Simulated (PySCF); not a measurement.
Compound: C4H8.
SMILES with atom numbers: `[CH3:1]/[CH:2]=[CH:3]/[CH3:4]` (hydrogens: H5, H6, H7 on C1; H8 on C2; H9 on C3; H10, H11, H12 on C4)

The same species was optimised twice, with GFN2-xTB and with PBE0-D3(BJ)/def2-SVP (PySCF), and the same property calculations (PySCF, gas phase) were run on both structures.

```csv
coordinate,GFN2-xTB,PBE0-D3(BJ)/def2-SVP,change
C2–H8 (Å),1.083,1.099,+0.016
C3–H9 (Å),1.083,1.099,+0.016
C2=C3 (Å),1.322,1.336,+0.014
C4–H11 (Å),1.090,1.104,+0.014
C1–H5 (Å),1.090,1.104,+0.014
C4–H10 (Å),1.090,1.103,+0.013
C4–H12 (Å),1.087,1.100,+0.013
C1–H7 (Å),1.090,1.103,+0.013
C1–H6 (Å),1.088,1.100,+0.012
C1–C2 (Å),1.493,1.493,0.000
C3–C4 (Å),1.493,1.493,0.000
C2–C3–H9 (°),119.8,118.2,-1.6
C3–C2–H8 (°),119.8,118.2,-1.6
H10–C4–H11 (°),107.6,106.4,-1.2
H5–C1–H7 (°),107.6,106.4,-1.2
C3–C4–H10 (°),110.3,111.4,+1.1
C2–C1–H7 (°),110.3,111.4,+1.1
C4–C3–H9 (°),115.4,116.4,+1.0
C3–C4–H11 (°),110.3,111.3,+1.0
```

Rotational constants: A = 34969, B = 3782, C = 3563 MHz (GFN2-xTB) against A = 34652, B = 3725, C = 3510 MHz (PBE0-D3(BJ)/def2-SVP). Atoms that the bonding makes alike are paired by their places after alignment.

On the GFN2-xTB structure: HOMO (eV) -6.93 [PBE0/pcSseg-1]; LUMO (eV) 0.88 [PBE0/pcSseg-1]; dipole (D) 0.00 [PBE0/pcSseg-1]; GIAO shielding of C1/C4 (mean) (ppm) 164.8 [PBE0/pcSseg-1]; GIAO shielding of C2/C3 (mean) (ppm) 53.2 [PBE0/pcSseg-1].

Question: What do these properties become on the PBE0-D3(BJ)/def2-SVP structure?

Answer: 
```json
{"property": "HOMO (eV)", "level": "PBE0/pcSseg-1", "on GFN2-xTB": "-6.93", "on PBE0-D3(BJ)/def2-SVP": "-6.89", "change": "+0.04"}
{"property": "LUMO (eV)", "level": "PBE0/pcSseg-1", "on GFN2-xTB": "0.88", "on PBE0-D3(BJ)/def2-SVP": "0.75", "change": "-0.13"}
{"property": "dipole (D)", "level": "PBE0/pcSseg-1", "on GFN2-xTB": "0.00", "on PBE0-D3(BJ)/def2-SVP": "0.01", "change": "+0.01"}
{"property": "energy, GFN2-xTB geometry as zero (kcal/mol)", "level": "PBE0/pcSseg-1", "on GFN2-xTB": "0.0", "on PBE0-D3(BJ)/def2-SVP": "-0.4", "change": "-0.4"}
{"property": "GIAO shielding of C1/C4 (mean) (ppm)", "level": "PBE0/pcSseg-1", "on GFN2-xTB": "164.8", "on PBE0-D3(BJ)/def2-SVP": "163.2", "change": "-1.6"}
{"property": "GIAO shielding of C2/C3 (mean) (ppm)", "level": "PBE0/pcSseg-1", "on GFN2-xTB": "53.2", "on PBE0-D3(BJ)/def2-SVP": "50.0", "change": "-3.2"}
```

The heavy atoms differ by 0.010 Å rms after alignment. Among all bonds C2–H8 and C3–H9 change most and about equally (+0.016 Å). Changes are differences of the printed values. Neither structure is proved a minimum here.
